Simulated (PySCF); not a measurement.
Compound: propargyl chloride, C3H3Cl.
Atom-mapped SMILES: `[CH:1]#[C:2][CH2:3][Cl:4]` (hydrogens: H5 on C1; H6, H7 on C3)

Geometry (PBE0-D3(BJ)/def2-TZVP, Å), atoms numbered from 1 in this order:
```xyz
7
C3H3Cl angstrom
C      1.644   -0.573    0.122
C      0.498   -0.233    0.027
C     -0.886    0.156   -0.089
Cl    -1.102    1.930    0.016
H      2.662   -0.872    0.211
H     -1.301   -0.155   -1.048
H     -1.483   -0.281    0.712
```

The closed-shell ground state was solved at several levels (PySCF, density fitting, gas phase, non-relativistic). Isolated species at its PBE0-D3(BJ)/def2-TZVP geometry, gas phase.

```json
{"level": "wB97X-D/pcSseg-2", "basis functions": "193", "total energy (Eh)": "-576.2673", "HOMO (eV)": "-10.08", "LUMO (eV)": "1.40", "gap (eV)": "11.48", "dipole (D)": "1.78"}
{"level": "PBE0/pcSseg-2", "basis functions": "193", "total energy (Eh)": "-576.0149", "HOMO (eV)": "-8.19", "LUMO (eV)": "-0.42", "gap (eV)": "7.77", "dipole (D)": "1.75"}
{"level": "B97-2/pcSseg-2", "basis functions": "193", "total energy (Eh)": "-576.3039", "HOMO (eV)": "-7.94", "LUMO (eV)": "-0.48", "gap (eV)": "7.46", "dipole (D)": "1.76"}
```

(1) Estimate the row for KT3/pcSseg-2, a basis of 193 functions; the other rows only guide the guess.

(2) Over all these levels, which gives the widest orbital gap and which the narrowest?

(3) In the pcSseg-2 basis, how does the gap go with the fixed share of exact exchange?

(4) How far do the dipole and the HOMO energy spread over the levels?

## Answers

(1) Total energy -581.3127 Eh, HOMO -6.98 eV, LUMO -1.48 eV, gap 5.50 eV, dipole 1.70 D.

(2) wB97X-D/pcSseg-2 (range-separated hybrid) has the widest, 11.48 eV, and KT3/pcSseg-2 (GGA) the narrowest, 5.50 eV. From the narrowest to the widest the HOMO moves by -3.10 eV and the LUMO by +2.88 eV.

(3) KT3 (0 %) 5.50 eV; B97-2 (21 %) 7.46 eV; PBE0 (25 %) 7.77 eV. Each rise in the share widens the gap here.

(4) The dipole runs from 1.70 to 1.78 D (mean 1.75 D) and the HOMO from -10.08 to -6.98 eV.

The pairwise dispersion term of wB97X-D wasn't added to the energies; at a given geometry it leaves orbitals and properties as they are.
